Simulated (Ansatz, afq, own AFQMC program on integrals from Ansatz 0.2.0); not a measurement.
Integrals from Ansatz 0.2.0, then the random walk in our own AFQMC program (afq).

```yaml
crystal:
  periodic: [false, false, false]
  atoms:
    - {symbol: Al, position_ang: [0.000000, 0.000000, 0.000000]}
    - {symbol: N, position_ang: [0.000000, 0.000000, 1.359000]}
basis:
  gaussian: {orbitals: 6-31G}
magnetization: {spin_polarized: false}
correlation: {method: ccsd_t, electrons: outside_noble_gas, hamiltonian_folder: ham}
```

```sh
$ ansatz run in.yaml --threads 1 --pin off --events-out ev --progress --plain --max-ram 16896MiB --backend cuda --devices 0, --max-vram 18GiB
```

afq runs on the folder ham with

```
--method phaseless --trial mp1 --walkers 80 --populations 1 --least-time 40 --time-step 0.01 --steps-per-block 5 --equilibration-blocks 200 --max-blocks 1200 --target-error 0.00068 --factor-cut 1e-05 --seed 17 --taylor-order 6
```

Times are imaginary, in 1/Eh. The walk had a cap of 60 s.

afq prints:

```
orbitals 16  electrons 4 4  factors 93 of 275
reference energy -295.98258053 Eh
CCSD correlation -0.20101917 Eh in 13 cycles, weight of the determinant in the CISD state 0.6612
energy of the start -296.144665 Eh
 block  time / (1/Eh)  mean weight  energy / Eh
     1     0.050  0.9993  -296.143658
     2     0.100  1.0021  -296.144005
     3     0.150  0.9978  -296.141569
     4     0.200  0.9989  -296.141152
     5     0.250  0.9982  -296.143057
     8     0.400  0.9991  -296.141765
    33     1.650  0.9989  -296.151333
   129     6.450  1.0003  -296.176920
   225    11.250  1.0005  -296.176766
   321    16.050  0.9987  -296.181197
   417    20.850  1.0013  -296.214370
   481    24.050  0.9998  -296.234329
   513    25.650  1.0000  -296.199331
   609    30.450  0.9974  -296.182466
   705    35.250  0.9993  -296.174263
   801    40.050  1.0035  -296.203638
   865    43.250  1.0015  -296.162370
   897    44.850  0.9993  -296.183239
   993    49.650  1.0009  -296.203398
  1089    54.450  0.9950  -296.188116
  1185    59.250  0.9993  -296.221710
  1281    64.050  1.0024  -296.182288
blocks merged  error / Eh  count
     1  0.000402  1083
     2  0.000539  541
     4  0.000720  270
     8  0.000910  135
    16  0.001097  67
    32  0.001298  33
    64  0.001579  16
   128  0.001852  8
energy -296.192037 +/- 0.001579 Eh
(rows thinned)
```

The run passed its tests (sampling time, drift between the halves within three errors, error under three times the target), which doesn't prove that it has relaxed, ending at its cap on processor time.

Against this walk (error 43.0 meV) on the same determinant: CCSD(T) 251.3 meV lower, CCSDT(Q) 199.5 meV lower, CCSDTQ 150.7 meV lower, full CI 158.2 meV lower, a separate phaseless walk with a CISD trial and standard settings 50.7 ± 43.3 meV lower (within the noise). The error is statistical and leaves out the bias of the constraint. Full CI is exact here, so the walk's 158 meV above it is the walk's own error: the bias of the constraint with this trial. The determinant is a poor start (see the cautions), so the low cluster orders aren't to be relied on, and full CI is the sure value.

Cautions: constraint bias not in the error; error above the target (43.0 against 18.5 meV); restricted determinant unstable towards unrestricted (UHF 1.89 eV lower, ⟨S²⟩ 1.21); strong correlation (T1 0.121, weight of the determinant 0.66, largest double 0.32); (T) is large, 9 % of the CCSD correlation; CCSD(T) is in doubt: in a space of 8 electrons in 8 natural orbitals full CI lies 102 meV above it; the bias of populations of 80 walkers isn't removed; the time-step error isn't removed.

The walk took 60 s on 1 × NVIDIA H100 80GB HBM3 with 2 threads of AMD EPYC 7R13 Processor (Zen 3), on a shared host (the card was shared). The log's last line is the phaseless energy.

CCSDT and higher add their correlation energy to the determinant of the CCSD(T) run, since their own runs factorise the integrals more tightly (a shift of under 2 meV). A walk keeps the symmetry of its determinant, which the program's search chose and which needn't be the lowest solution, so a lower state of the same spin and another symmetry isn't excluded.
